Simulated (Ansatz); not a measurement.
CHNO, SMILES N#CO, an active-space calculation

Computed with Ansatz 0.2.0 through its Python package.

The script reads `chno.xyz`:
```text
4

N    -1.31030   -0.21160    0.88600
C    -0.45690    0.11040    0.20900
O     0.56410    0.40110   -0.55750
H     1.25870   -0.36030   -0.55780
```

The cells in order, each with its output:

In [1]:
```python
import ansatz as az
```

In [2]:
```python
system = az.Crystal.molecule_from_extxyz('chno.xyz')
```

In [3]:
```python
model = (
    system.calculation()
    .basis(gaussian='cc-pVDZ')
    .correlation(active_electrons=2, active_orbitals=2)
)
for method in ['sc_nevpt2']:
    r = (model if method is None else model.correlation(method)).run(threads=1).report
    space = r['configurations']
    state = space['states'][0]
    print(method or 'casscf', f'total {r["free_energy_ev"] / 27.211386246:.6f} Ha, active-space state {state["energy"]["hartree"]:.6f} Ha, mean field {r["reference_energy_ev"] / 27.211386246:.6f} Ha')
    print('  determinants', state['n_determinants'], ' natural occupations', [round(n, 3) for n in space['natural_occupations']])
```
```text
sc_nevpt2 total -168.195592 Ha, active-space state -167.761566 Ha, mean field -167.735026 Ha
  determinants 4  natural occupations [1.945, 0.055]
```

The settings weren't tested for convergence. The geometry is a force-field or estimated start, not a minimum of this method, and the basis set is short of its limit. The active space starts as a window about the frontier orbitals and is then optimised, not chosen by chemistry. The whole script took 1 s on 1 thread of Intel(R) Xeon(R) 6975P-C (Granite Rapids), with other jobs on the host, peak memory 0.15 GiB.

(Lines on the test bed's own set-up are left out of the output.)
